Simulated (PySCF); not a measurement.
System (SMILES): Cl (HCl).
Geometry (B3LYP-D3(BJ)/def2-TZVP, fixed):
```xyz
2

Cl     0.0000     0.0000    -0.0712
H      0.0000     0.0000     1.2108
```
Charge 0, spin multiplicity 1.

Basis-set convergence of the isotropic shielding of Cl1 at HF with PySCF. GIAO, no density fitting; atoms are numbered in the order shown. All functions are spherical. No added dispersion term, no relativity. Reference: the value in pcSseg-3, 945.87 ppm, itself unsure by roughly 0.61 ppm (its mean distance from pcseg-4, cc-pCVQZ, cc-pV(5+d)Z). Deviations are taken from unrounded values.

| basis | functions | isotropic shielding of Cl1 (ppm) |
|---|---|---|
| 6-31G* | 20 | 951.11 |
| 6-31+G* | 24 | 953.59 |
| def2-SVP | 23 | 985.92 |
| def2-SVPD | 35 | 982.80 |
| pcseg-1 | 23 | 958.29 |
| aug-pcseg-1 | 36 | 952.96 |
| cc-pV(D+d)Z | 28 | 968.07 |
| aug-cc-pV(D+d)Z | 41 | 968.50 |
| 6-311G** | 32 | 962.23 |
| 6-311+G** | 36 | 963.74 |
| def2-TZVP | 43 | 939.78 |
| def2-TZVPD | 55 | 940.39 |
| pcseg-2 | 48 | 950.22 |
| aug-pcseg-2 | 73 | 949.31 |
| cc-pV(T+d)Z | 53 | 956.18 |
| aug-cc-pV(T+d)Z | 78 | 955.95 |
| def2-TZVPP | 56 | 942.56 |
| def2-TZVPPD | 68 | 941.83 |
| cc-pV(Q+d)Z | 94 | 955.03 |
| aug-cc-pV(Q+d)Z | 135 | 955.07 |
| pcseg-3 | 97 | 946.34 |
| aug-pcseg-3 | 138 | 947.24 |
| def2-QZVPP | 100 | 946.88 |
| def2-QZVPPD | 112 | 946.80 |

What the diffuse functions change, pair by pair:
- 6-31G* to 6-31+G*: 4 more functions, deviation 5.24 to 7.72 ppm
- def2-SVP to def2-SVPD: 12 more functions, deviation 40.05 to 36.93 ppm
- pcseg-1 to aug-pcseg-1: 13 more functions, deviation 12.42 to 7.09 ppm
- cc-pV(D+d)Z to aug-cc-pV(D+d)Z: 13 more functions, deviation 22.20 to 22.64 ppm
- 6-311G** to 6-311+G**: 4 more functions, deviation 16.36 to 17.88 ppm
- def2-TZVP to def2-TZVPD: 12 more functions, deviation -6.09 to -5.48 ppm
- pcseg-2 to aug-pcseg-2: 25 more functions, deviation 4.35 to 3.44 ppm
- cc-pV(T+d)Z to aug-cc-pV(T+d)Z: 25 more functions, deviation 10.32 to 10.08 ppm
- def2-TZVPP to def2-TZVPPD: 12 more functions, deviation -3.31 to -4.04 ppm
- cc-pV(Q+d)Z to aug-cc-pV(Q+d)Z: 41 more functions, deviation 9.16 to 9.20 ppm
- pcseg-3 to aug-pcseg-3: 41 more functions, deviation 0.48 to 1.37 ppm
- def2-QZVPP to def2-QZVPPD: 12 more functions, deviation 1.01 to 0.93 ppm

They bring the value nearer the reference by more than 0.61 ppm in 3 of 12 pairs.
